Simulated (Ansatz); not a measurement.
hcp Sc, treated with PBEsol (Ansatz, an electronic-structure program, PAW).

Settings: plane-wave cutoff 520 eV, 16×16×10 k mesh (along the axes of the cell as run), Fermi–Dirac smearing 0.1 eV, perturbation theory, force constants from a 4×4×2 q mesh, scalar-relativistic PAW data made under PBE.

Computed at the level's own relaxed cell. Harmonic vibrational thermodynamics at fixed volume:

```
T (K)  S_vib (J/K per mol of atoms)  C_V (J/K per mol of atoms)  F_vib (eV/atom)
-----  ----------------------------  --------------------------  ---------------
200                           23.63                       22.17           0.0088
400                             [?]                         [?]              [?]
500                             [?]                         [?]              [?]
600                             [?]                         [?]              [?]
700                             [?]                         [?]              [?]
900                             [?]                         [?]              [?]
1000                            [?]                         [?]              [?]
```

**Question.** Fill in the missing entries.

**Answer.** 
- 400, S_vib (J/K per mol of atoms): 39.85
- 400, C_V (J/K per mol of atoms): 24.20
- 400, F_vib (eV/atom): -0.0587
- 500, S_vib (J/K per mol of atoms): 45.28
- 500, C_V (J/K per mol of atoms): 24.46
- 500, F_vib (eV/atom): -0.1029
- 600, S_vib (J/K per mol of atoms): 49.75
- 600, C_V (J/K per mol of atoms): 24.61
- 600, F_vib (eV/atom): -0.1522
- 700, S_vib (J/K per mol of atoms): 53.55
- 700, C_V (J/K per mol of atoms): 24.70
- 700, F_vib (eV/atom): -0.2058
- 900, S_vib (J/K per mol of atoms): 59.77
- 900, C_V (J/K per mol of atoms): 24.79
- 900, F_vib (eV/atom): -0.3235
- 1000, S_vib (J/K per mol of atoms): 62.39
- 1000, C_V (J/K per mol of atoms): 24.82
- 1000, F_vib (eV/atom): -0.3868

The crystal is taken as a harmonic solid at every temperature: melting, phase changes and thermal expansion are not seen, nor the electrons' share in a metal.
